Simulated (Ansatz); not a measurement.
Relaxing NiC2

Computed with DFT PBE, scalar-relativistic, plane waves, PAW in Ansatz 0.2.0. Cutoff 420 eV, Γ-centred k mesh, Gaussian smearing, no spin polarisation in the final step.

The start puts NiC2 on the Cu2Sb structure type (P4/nmm, No. 129), with Ni in place of Sb, C in place of Cu, at a guessed volume.

```
CELL_PARAMETERS angstrom
3.11249 0.00000 0.00000
0.00000 3.11249 0.00000
0.00000 0.00000 4.74904
ATOMIC_POSITIONS crystal
Ni 0.00000 0.50000 0.70000
Ni 0.50000 0.00000 0.30000
C 0.00000 0.00000 0.00000
C 0.50000 0.50000 0.00000
C 0.00000 0.50000 0.27000
C 0.50000 0.00000 0.73000
```

Cell and atoms relax at zero pressure; the relaxation can't lower the symmetry of the start. After a coarse first stage the cell is made exact in the group found at 0.06 Å.

Energies over the elements count from the elements' standard structures at the same level, with no empirical corrections.

**Question.** Which crystal results?

**Answer.** It keeps P4/nmm (No. 129), but not the shape of the type it started on. Conventional cell: a = 3.440 Å, c = 3.932 Å. Ni has 2 C at 1.92–2.01 Å; around C on Wyckoff site a (2 atoms of the primitive cell) lie 4 C at 1.73 Å; C on Wyckoff site c (2 atoms of the primitive cell) has 4 C at 1.73 Å and 2 Ni at 1.92–2.01 Å.

Space group P4/nmm:1 (No. 129). a = 3.440 Å, b = 3.440 Å, c = 3.932 Å, α = 90.00°, β = 90.00°, γ = 90.00°
| atom | site | symmetry | x | y | z |
| --- | --- | --- | --- | --- | --- |
| Ni | 2c | 4mm | 0.0000 | 0.5000 | 0.5369 |
| C | 2a | -4m2 | 0.0000 | 0.0000 | 0.0000 |
| C | 2c | 4mm | 0.0000 | 0.5000 | 0.0488 |

**Question.** What are its volume, energy, density and gap?

**Answer.** The volume per atom is 7.76 Å³ and the density is 5.90 g/cm³. The energy over the elements is 1.82 eV/atom and the gap on the 12×12×10 mesh is 0 eV (a metal).

The final run used a 12×12×10 mesh on its 6-atom cell and 0.10 eV smearing. For metals, differences of a few meV/atom aren't resolved. A structure relaxed within its symmetry needn't be a true minimum. The steps took roughly 3 core-minutes in all.